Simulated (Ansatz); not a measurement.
Reaction: C4H6 (buta-1,3-diene, SMILES C=CC=C) → 2 C2H3 (SMILES [CH]=C, doublet) (the C-C bond breaks)
Each species at its own B3LYP-D3(BJ)/def2-TZVP minimum (Ansatz, a quantum-chemistry and plane-wave program), one conformer.

Property: bond dissociation energy (electronic), in kJ/mol. Open shells are spin-unrestricted; no spin-orbit coupling. CBS(X,Y): correlation extrapolated as X^-3, Hartree-Fock from the larger set. A bracket is a step between two methods taken in the basis named. Functionals run without relativity, which enters their misses. 'core' is core correlation in cc-pwCVTZ, 'X2C' scalar relativity in cc-pVTZ-DK, both at CCSD(T). The restricted determinant of C4H6 (C=CC=C, singlet) is unstable towards broken spin symmetry in at least one set run. The UHF reference of C2H3 ([CH]=C, doublet) is spin-contaminated (<S^2> up to 0.19 over the pure value in the sets run).

CCSD(T)/CBS(cc-pVTZ,cc-pVQZ) + [CCSDT(Q) - CCSD(T)]/cc-pVDZ + core + X2C (Ansatz) gives 508.5 kJ/mol.

### Question
What does PBE/def2-TZVPD (Ansatz) give here, and how do the other levels compare?

### Answer
PBE gives 497.0 kJ/mol, 11.5 kJ/mol below it. Differences of the others: B3LYP/def2-TZVPD (Ansatz) -27.2; wB97M-V/def2-TZVPD (Ansatz) -1.2; CCSD(T)/CBS(cc-pVTZ,cc-pVQZ) + core + X2C (Ansatz) 2.9 kJ/mol.
